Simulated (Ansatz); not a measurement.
Species: dichloromethane, CH2Cl2 (charge 0, singlet). 
Geometry from a B3LYP-D3(BJ)/def2-TZVP (Ansatz, a first-principles code) optimisation:
```xyz
5

C      0.0039     0.0052     0.7673
Cl    -0.0175     1.4825    -0.2263
Cl     0.0153    -1.4855    -0.2061
H     -0.8904    -0.0005     1.3784
H      0.9045     0.0193     1.3690
```

Basis-set convergence of Hartree-Fock and MP2 correlation energies (hartree) with Ansatz. Valence correlation only, unless marked. No spin-orbit coupling. No relativistic terms.

```tsv
basis	functions	E(HF)	E(corr, MP2)
cc-pV(D+d)Z	70	-958.03523	-0.42085
cc-pV(T+d)Z	136	…	…
```

**Question.** Fill in the missing entries.

**Answer.** 
- cc-pV(T+d)Z, E(HF): -958.07944
- cc-pV(T+d)Z, E(corr, MP2): -0.55367
